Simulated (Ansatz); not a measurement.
**SiCl4 (singlet): from Hartree-Fock to the top rungs, 6-31G***

Aim: climb from Hartree-Fock through coupled cluster and multireference methods for SiCl4 (singlet) at one geometry and basis, and see what each rung misses.

Method: 6-31G*, core rule «outside noble gas», up to 25 orbitals frozen; program: Ansatz 0.2.0, Gaussian basis.

To be run: UHF; CCSD(T) on RHF; BCCD(T) on RHF; CISD; CCSDT(Q) on RHF; CASSCF and MRCISD+Q, 8 electrons in 8 orbitals; CASSCF and MRCISD+Q(relaxed), 8 electrons in 8 orbitals; CASSCF and NEVPT2, 8 electrons in 8 orbitals.

15 further runs of the same task are left out: 2 that didn't finish, 13 set aside as unsound or not needed.

## Step 1: What is computed

The geometry is an MP2(full)/6-31G* stationary point (not a proven minimum).

5 atoms, charge 0, spin multiplicity 1.

Atoms are counted from 1 here; the program's logs count them from 0.

Bond lengths: Si1–Cl2 2.025 Å, Si1–Cl3 2.025 Å, Si1–Cl4 2.025 Å, Si1–Cl5 2.025 Å. Angles: Cl2–Si1–Cl3 109.5°, Cl2–Si1–Cl4 109.5°, Cl2–Si1–Cl5 109.5°, Cl3–Si1–Cl4 109.5°, Cl3–Si1–Cl5 109.5°, Cl4–Si1–Cl5 109.5°.

## Step 2: UHF

in.yaml reads:

```yaml
crystal:
  periodic: [false, false, false]
  atoms:
    - {symbol: Si, position_ang: [0.000000, 0.000000, 0.000000]}
    - {symbol: Cl, position_ang: [1.169349, 1.169349, 1.169349]}
    - {symbol: Cl, position_ang: [-1.169349, -1.169349, 1.169349]}
    - {symbol: Cl, position_ang: [1.169349, -1.169349, -1.169349]}
    - {symbol: Cl, position_ang: [-1.169349, 1.169349, -1.169349]}
basis:
  gaussian: {orbitals: "6-31G*"}
magnetization: {spin_polarized: true, initial_magnetization: 0}
hamiltonian: {xc: hf}
output: {orbitals: {seedname: orbitals}}
```

Command:

```sh
$ ansatz run in.yaml --threads 1 --pin off --events-out ev --progress --plain --max-ram 3956MiB --backend cpu
```

The runs that follow: CCSD(T) on RHF; BCCD(T) on RHF; CISD; CCSDT(Q) on RHF; CASSCF and MRCISD+Q, 8 electrons in 8 orbitals; CASSCF and MRCISD+Q(relaxed), 8 electrons in 8 orbitals; CASSCF and NEVPT2, 8 electrons in 8 orbitals.

Before running them: what should the planned runs give, taken together? Wanted: RCCSDT(Q) below the RHF energy; RMP2 from RCCSDT(Q); RCCSD from RCCSDT(Q); RCCSD(T) from RCCSDT(Q); NEVPT2 frontier from RCCSDT(Q); MRCISD+Q frontier from RCCSDT(Q); MRCISD+Q(relaxed) frontier from RCCSDT(Q); T1 diagnostic.

**Answer**, as computed:

```
                                 quantity          value
           RCCSDT(Q) below the RHF energy    -17.9617 eV
                      RMP2 from RCCSDT(Q)  +177.0 kJ/mol
                     RCCSD from RCCSDT(Q)   +49.9 kJ/mol
                  RCCSD(T) from RCCSDT(Q)    +5.6 kJ/mol
           NEVPT2 frontier from RCCSDT(Q)  +181.2 kJ/mol
         MRCISD+Q frontier from RCCSDT(Q)   +58.1 kJ/mol
MRCISD+Q(relaxed) frontier from RCCSDT(Q)   +55.4 kJ/mol
        levels within 1 kcal/mol (43 meV)         RCCSDT
                            T1 diagnostic          0.009
```

**Reading.** RCCSD(T) lands +5.6 kJ/mol from the yardstick (0.3 % of the correlation energy). Of the multireference levels listed MRCISD+Q(relaxed) frontier comes nearest in total energy (+55.4 kJ/mol), which doesn't show that its space is the better one. These misses are within one basis, not against nature.
